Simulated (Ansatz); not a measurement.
Relaxation of BClH₄O (7 atoms, charge 0, multiplicity 1), to a largest force component of 0.03 eV/Å in at most 50 steps.

The calculation used RKS PBE-D4/def2-SVP in Ansatz 0.2.0.

```xyz
7
Properties=species:S:1:pos:R:3:forces:R:3
B 0.037 0.450 -0.369 0.10 0.75 0.63
O -0.019 -0.193 2.144 0.08 0.64 -0.42
H -0.992 -0.275 2.188 -0.01 0.00 0.00
H 1.106 -0.071 -0.591 -0.05 0.04 0.02
H -1.045 -0.044 -0.582 -0.05 -0.01 0.00
Cl 0.044 2.230 0.054 0.00 -0.86 -0.24
H 0.109 0.789 2.182 -0.07 -0.55 0.01
```

Question: Where does it end, and by what steps?

Answer: It converged. The force dipped under the threshold on the way, but the program's further checks kept it going. After 20 steps the energy has fallen by 0.514 eV; O2 moved furthest, 0.53 Å. Joined: B1–O2.

```csv
step,energy less start (eV),largest force component (eV/Å),accepted
0,0.0000,0.864,yes
1,-0.1335,1.148,yes
2,-0.3291,1.275,yes
3,-0.4390,1.371,yes
4,-0.4967,0.257,yes
5,-0.5018,0.229,yes
6,-0.5099,0.080,yes
7,-0.5107,0.034,yes
8,-0.5112,0.017,yes
9,-0.5113,0.021,yes
10,-0.5117,0.058,yes
11,-0.5119,0.090,yes
12,-0.5122,0.091,yes
13,-0.5125,0.123,yes
14,-0.5127,0.117,yes
15,-0.5130,0.110,yes
16,-0.5137,0.025,yes
17,-0.5140,0.036,yes
18,-0.5135,0.172,no
19,-0.5139,0.033,no
20,-0.5141,0.008,yes
```

```xyz
7
Properties=species:S:1:pos:R:3
B -0.014 0.357 0.024
O -0.113 -0.115 1.627
H -1.024 0.110 1.914
H 1.098 -0.014 -0.304
H -0.983 -0.190 -0.475
Cl -0.175 2.199 0.140
H 0.452 0.538 2.099
```

Whether the end is a true minimum wasn't checked by a vibrational analysis.

Time of the run: 59 s on 1 thread of Arm Neoverse N1 (shared host), peak memory 0.12 GiB.
